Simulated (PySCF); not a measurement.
acetone (C3H6O), SMILES CC(C)=O. Coordinates come from a PBE-D3(BJ)/def2-SVP optimisation.

Q: Give the equilibrium geometry at PBE-D3(BJ)/def2-SVP (PySCF confirms it by a frequency run) as Cartesian coordinates in Å, and its point group. (An estimate is asked for; the answer gives what the named calculation found.)

A: point group C2v.
```xyz
10

C     -1.2914     0.0000     0.6167
C      0.0000     0.0000    -0.1875
C      1.2914     0.0000     0.6167
O      0.0000     0.0000    -1.4075
H     -1.3368     0.8895     1.2797
H     -1.3368    -0.8895     1.2797
H     -2.1589     0.0000    -0.0677
H      2.1589     0.0000    -0.0677
H      1.3368     0.8895     1.2797
H      1.3368    -0.8895     1.2797
```
Charge 0, spin multiplicity 1.
